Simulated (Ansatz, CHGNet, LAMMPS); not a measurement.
# Ladder of methods for the elastic constant C12 of fcc Pd

Reference value: 176 GPa (measured, 0 K, extrapolated to 0 K; zero-point effects included; as tabulated in Malica and Corso (2021), arXiv:2109.00459).

Q: Put these levels in order of the elastic constant C12 that they give for fcc Pd, smallest first: CHGNet 0.3.0 (CHGNet), LDA (Ansatz, a program for electronic structure), Lennard-Jones jacobson2022 (LAMMPS), PBE (Ansatz), r²SCAN (Ansatz).

A: CHGNet 0.3.0 (139 GPa), PBE (152 GPa), r²SCAN (170 GPa), LDA (205 GPa), Lennard-Jones jacobson2022 (278 GPa)

Unless a cell is named, each level is at its own relaxed cell (Lennard-Jones jacobson2022 14.59, CHGNet 0.3.0 15.44, LDA 14.15, PBE 15.33, r²SCAN 14.93 Å³/atom).

Differences against the reference: Lennard-Jones jacobson2022 +58 %, CHGNet 0.3.0 -21 %, LDA +16.5 %, PBE -13.6 %, r²SCAN -3.4 %.

The reference has no zero-point or thermal correction, while the calculations are for a static lattice, so the differences are not the levels' errors alone.  Each level is taken at its own relaxed cell. Cutoffs differ between the levels. Ansatz's density-functional and Hartree–Fock values are scalar-relativistic unless marked +SOC, with PAW data made under PBE.

Empirical potentials (Lennard-Jones jacobson2022) are fitted to chosen data, which need not cover the solid at hand: agreement can be built in, and what lay outside the fit can be far off. Machine-learned potentials (CHGNet 0.3.0) are trained on DFT data, which may include these solids.

Differences are worked out from the printed values.
